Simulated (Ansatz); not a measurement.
Cost and result for the atomization energy of C2H6FNO2 (`CNC(O)(O)F`) (12 atoms, 11 bonds).

Cartesian coordinates in Å:
```
C -1.2499 -0.9955 -0.0796
N -0.5715 0.1574 0.4820
C 0.6438 0.5144 -0.1312
O 1.6261 -0.4381 0.0536
O 0.9874 1.7539 0.3488
F 0.5514 0.5975 -1.5108
H -2.1064 -1.2386 0.5498
H -0.5739 -1.8510 -0.0731
H -1.5953 -0.8423 -1.1080
H -1.1676 0.9710 0.5436
H 1.6382 -0.6283 0.9976
H 1.8177 1.9995 -0.0728
```

Total charge 0; spin multiplicity 1. All single points use the PBE0-D4/def2-TZVP geometry. It is one conformer, not always the lowest. Program: Ansatz. All runs use 4 threads of an Arm Neoverse V2 on a shared host. Times are those of one run each, without the atoms' runs, and a repeat can differ threefold. Electronic energies, without spin–orbit coupling; frozen cores. CCSD(T)/CBS adds CCSD(T) − MP2 in def2-TZVPP to the MP2 limit, and its time is that of the two runs behind it. T1 = 0.011. HSE06 is the plane-wave form, built on full-range PBE exchange.

CCSD(T)/CBS is a level of theory with its own doubt, some kJ/mol a heavy atom from the limit and from the frozen cores, so smaller differences don't rank the functionals.

```json
{"level": "LDA (SPW92)/def2-TZVPP", "functions": "270", "wall time": "1.2 s"}
{"level": "BLYP-D4/def2-TZVPP", "functions": "270", "wall time": "2.3 s"}
{"level": "PBE-D4/def2-TZVPP (with forces)", "functions": "270", "wall time": "2.6 s"}
{"level": "PBE0-D4/def2-TZVPP", "functions": "270", "wall time": "2.9 s"}
{"level": "HSE06-D4/def2-TZVPP", "functions": "270", "wall time": "3.2 s"}
{"level": "r2SCANh-D4/def2-TZVPP", "functions": "270", "wall time": "5 s"}
{"level": "B2PLYP/def2-TZVPP", "functions": "270", "wall time": "6 s"}
{"level": "ωB97X-V/def2-TZVPP", "functions": "270", "wall time": "7.5 s"}
{"level": "B97M-V/def2-TZVPP", "functions": "270", "wall time": "8 s"}
{"level": "CCSD(T)/def2-SVP", "functions": "114", "wall time": "11 s"}
{"level": "MP2/def2-QZVPP", "functions": "522", "wall time": "26 s"}
{"level": "CCSD(T)/def2-TZVPP", "functions": "270", "wall time": "5.6 min"}
{"level": "CCSD(T)/CBS(def2)", "functions": "–", "wall time": "6 min"}
```

What atomization energy does each give, and how far from CCSD(T)/CBS? (An estimate is asked.)

The calculation gave: 
```tsv
level	atomization (kcal/mol)	difference from CCSD(T)/CBS	per bond
LDA (SPW92)/def2-TZVPP	1314.0	204.3	18.6
BLYP-D4/def2-TZVPP	1112.6	2.9	0.3
PBE-D4/def2-TZVPP (with forces)	1145.1	35.4	3.2
PBE0-D4/def2-TZVPP	1111.6	1.9	0.2
HSE06-D4/def2-TZVPP	1112.7	3.0	0.3
r2SCANh-D4/def2-TZVPP	1099.5	-10.2	-0.9
B2PLYP/def2-TZVPP	1095.6	-14.1	-1.3
ωB97X-V/def2-TZVPP	1113.0	3.3	0.3
B97M-V/def2-TZVPP	1105.7	-4.0	-0.4
CCSD(T)/def2-SVP	1047.9	-61.8	-5.6
MP2/def2-QZVPP	1124.5	14.8	1.3
CCSD(T)/def2-TZVPP	1076.7	-33.0	-3.0
CCSD(T)/CBS(def2)	1109.7	0.0	0.0
```

From r2SCAN to r2SCAN0 (25 % exact exchange), in def2-TZVPP and without D4, the atomization energy moves by −26.3 kcal/mol: exact exchange takes away binding that semilocal exchange gives to molecules. The D4 term adds +7.7 kcal/mol with B3LYP and +4.0 kcal/mol with PBE0; it sums over pairs of atoms, weighted by their polarisabilities, and B3LYP, whose exchange is more repulsive, gets the larger term. Leaving LDA and LC-ωPBE aside and taking each functional with its dispersion term where it has one, the values, not all of them listed here, spread over 87.3 kcal/mol, from BHLYP-D4 to PBE-D4. LDA lies +173.7 kcal/mol from PBE without D4, its usual overbinding.

B3LYP here is the variant with VWN-RPA as its local correlation; programs differ in this.
